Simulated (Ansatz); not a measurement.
The first iterations of a band of H2O + H5NSi (10 atoms, charge 0, multiplicity 1).

All numbers below come from RKS B3LYP-D4/6-31G* (Ansatz).

* movable images: 5
* climbing image: yes
* spring: 5.0 eV/Å²
* optimiser: quadratic models (default)
* start path: through a guess of the saddle point
* force threshold: 0.05 eV/Å
* iteration limit: 60
* end points: relaxed

Initial state:

```xyz
10
Properties=species:S:1:pos:R:3
Si -0.163 0.384 0.100
N -0.001 -0.015 1.807
H -0.862 -0.102 2.339
H 0.651 0.559 2.335
H 1.202 0.507 -0.458
H -0.899 1.656 -0.170
H -0.920 -0.717 -0.545
O 1.449 -2.455 1.130
H 0.745 -3.086 0.920
H 0.970 -1.719 1.566
```

Final state:

```xyz
10
Properties=species:S:1:pos:R:3
Si 0.034 -0.451 -0.098
N 0.461 0.036 2.235
H -0.331 -0.281 2.791
H 0.658 1.003 2.487
H 1.270 0.369 -0.231
H -1.169 0.371 0.210
H -0.224 -0.885 -1.527
O 0.169 -1.959 0.655
H 0.047 -2.657 -0.005
H 1.259 -0.535 2.505
```

| iteration | highest image above the first end (eV) | largest band force component (eV/Å) |
| --- | --- | --- |
| 1 | 2.852 | 5.547 |
| 2 | 1.452 | 2.291 |
| 3 | 1.174 | 0.921 |
| 4 | 0.948 | 1.035 |
| 5 | 0.696 | 0.661 |

Does the band converge within its limit, and where does its top end?

The run converged. It ended after 15 iterations with the highest image 0.981 eV above the first end. A vibrational analysis at the climbing image gives one clearly imaginary mode, 1085i cm⁻¹: a first-order saddle point. The orbitals stay closed-shell, which can raise the energy where a bond breaks towards radicals; this wasn't checked here.

Run time: 3.4 min on 1 thread of AMD EPYC 7R43 64-Core Processor (Zen 3) (shared host), peak memory 0.14 GiB.
